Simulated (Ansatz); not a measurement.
C5H7N can be A, `CC1=CN=CC1`, or B, `C=CC=CC=N`.

Program: Ansatz. Geometries: PBE0-D4/def2-TZVP. ΔE: electronic, gas phase. CCSD(T)/CBS is the MP2 limit (def2-TZVPP, def2-QZVPP) plus CCSD(T) − MP2 in def2-TZVPP, frozen cores. DFT in def2-TZVPP. B3LYP here is the variant with VWN-RPA as its local correlation; programs differ in this. One conformer a species, not always the lowest.

A:

Z-matrix (Å, degrees):
```
C
C 1 1.483
H 1 1.091 2 111.0
H 1 1.095 2 111.5 3 -120.4
H 1 1.095 2 111.5 3 120.4
C 2 1.342 1 129.0 3 -0.2
C 2 1.495 1 125.1 3 179.8
N 6 1.414 2 113.4 1 -180.0
H 6 1.082 2 127.5 1 0.0
C 7 1.493 2 101.1 1 180.0
H 7 1.097 2 113.1 1 60.4
H 7 1.097 2 113.1 1 -60.4
H 10 1.086 7 125.0 2 180.0
```

B:

```xyz
13

C    -1.551   -0.925    2.112
C    -0.522   -0.969    1.263
C    -0.290    0.016    0.236
C     0.739   -0.015   -0.623
C     0.935    0.996   -1.641
N     1.919    0.944   -2.444
H    -2.282   -0.125    2.068
H    -1.694   -1.684    2.871
H     0.195   -1.784    1.330
H    -1.008    0.832    0.168
H     1.476   -0.813   -0.587
H     0.181    1.795   -1.663
H     1.902    1.732   -3.090
```

Q: Which is lower in electronic energy at CCSD(T)/CBS, and by how much? (Estimate.)

A: Computed: A, by 55.6 kJ/mol.

Q: Give E(B) − E(A) in kJ/mol with ωB97M-V, PBE0-D4, r2SCAN-D4, B3LYP-D4, PBE-D4, B3LYP, B2PLYP. (Best estimate.)

A: Computed: ωB97M-V 64.7, PBE0-D4 69.4, r2SCAN-D4 53.0, B3LYP-D4 39.5, PBE-D4 55.8, B3LYP 33.5, B2PLYP 45.1. None reverses the order clearly.

Largest T1 diagnostic: 0.012.

In def2-TZVPP, CCSD(T) changes the Hartree–Fock value by +19.4 kJ/mol (the triples alone add −0.6 kJ/mol) and MP2 by +32.7 kJ/mol. The D4 term adds +6.0 kJ/mol with B3LYP and +3.0 kJ/mol with PBE0; it sums over pairs of atoms, weighted by their polarisabilities, and B3LYP, whose exchange is more repulsive, gets the larger term.
